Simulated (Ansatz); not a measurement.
hcp Re

Calculation: PBEsol (Ansatz, a quantum-chemistry and plane-wave program, PAW).

Settings: plane-wave cutoff 520 eV, 24×24×12 k mesh (along the axes of the cell as run), Fermi–Dirac smearing 0.05 eV, no spin polarisation, scalar-relativistic PAW data made under PBE.

Cell: relaxed at this level.

| Item | Result |
|---|---|
| equilibrium volume per atom | 14.55 Å³/atom |
| bulk modulus B0 | 391 GPa |
| lattice parameter a | 2.751 Å |
| lattice parameter c | 4.442 Å |
| band gap | zero (no gap) |
| pressure derivative B′ of the bulk modulus | 4.4 |

Measured, for comparison: bulk modulus 369 GPa (zero-point energy and finite temperature contributions removed, our sources range from 369 to 381; as tabulated in doi:10.1021/acs.jctc.3c00612); lattice constant a 2.761 Å, lattice parameter c 4.458 Å (293 K, no zero-point or thermal correction; as tabulated in Wikipedia's data pages). Computed (rounded) less measured: bulk modulus +6 % (+3 % to +6 % over the range), lattice constant a -0.4 %, lattice parameter c -0.4 %. A static lattice is as a rule a little smaller and stiffer than an uncorrected measurement, which narrows the difference in the lattice constant a, lattice parameter c and would widen misses of the other sign.

Note: the bulk modulus comes from volumes at which shape and atoms were relaxed.

Spin–orbit coupling is not included.

Static lattice: no zero-point or thermal effects.
